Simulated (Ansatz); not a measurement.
# H6NSSi: the cost of one run

All numbers below are computed with Ansatz 0.2.0 (UKS PBE-D4/def2-SVP).

### Step 1. The starting structure

Bond lengths: Si2–N3 1.711 Å, Si2–H5 1.453 Å, Si2–H6 1.453 Å, N3–H7 1.007 Å, N3–H8 1.007 Å, S4–H9 1.326 Å. Angles: Si2–N3–H7 119.6°, Si2–N3–H8 119.7°, H7–N3–H8 110.3°, N3–Si2–H5 107.6°, N3–Si2–H6 107.8°, H5–Si2–H6 118.6°.

As a file:

```xyz
9

H     0.2249   -1.1732   -0.0872
Si   -0.7030    0.4415   -0.2351
N     0.3037    1.7824    0.1079
S     1.2326   -2.6440    0.1190
H    -1.7333    0.3919    0.7884
H    -1.1101    0.5355   -1.6267
H     1.0036    2.0623   -0.5601
H     0.6392    1.9265    1.0462
H     0.1425   -3.3228    0.4476
```

### Step 2. Pulling towards end A

Springs on the bonds that form and break draw the guess towards this end; the thresholds are loose.

Contents of input.yaml:

```yaml
crystal:
  periodic: [false, false, false]
  atoms:
    - { symbol: H, position_ang: [0.2249, -1.1732, -0.0872] }
    - { symbol: Si, position_ang: [-0.703, 0.4415, -0.2351] }
    - { symbol: "N", position_ang: [0.3037, 1.7824, 0.1079] }
    - { symbol: S, position_ang: [1.2326, -2.644, 0.119] }
    - { symbol: H, position_ang: [-1.7333, 0.3919, 0.7884] }
    - { symbol: H, position_ang: [-1.1101, 0.5355, -1.6267] }
    - { symbol: H, position_ang: [1.0036, 2.0623, -0.5601] }
    - { symbol: H, position_ang: [0.6392, 1.9265, 1.0462] }
    - { symbol: H, position_ang: [0.1425, -3.3228, 0.4476] }
magnetization:
  spin_polarized: true
  initial_magnetization: 1
basis:
  gaussian: { orbitals: def2-SVP }
hamiltonian:
  xc: pbe
  dispersion: d4
relax:
  f_tol: 0.15
  max_steps: 25
  restrain:
    - { distance: [0, 3], at: 2.66, k: 30.0 }
    - { distance: [1, 0], at: 1.42, k: 30.0 }
```

Launch:

```
$ ansatz run input.yaml --threads 2 --pin off --max-ram 3072MiB --backend cpu --events-out ev --progress --plain --runs-dir out
```

**Question.** How long does this run take on 2 threads of Intel Xeon Platinum 8488C (Sapphire Rapids), shared host, and how much memory does it need?

About 9.5 s, with a peak of 0.17 GiB.
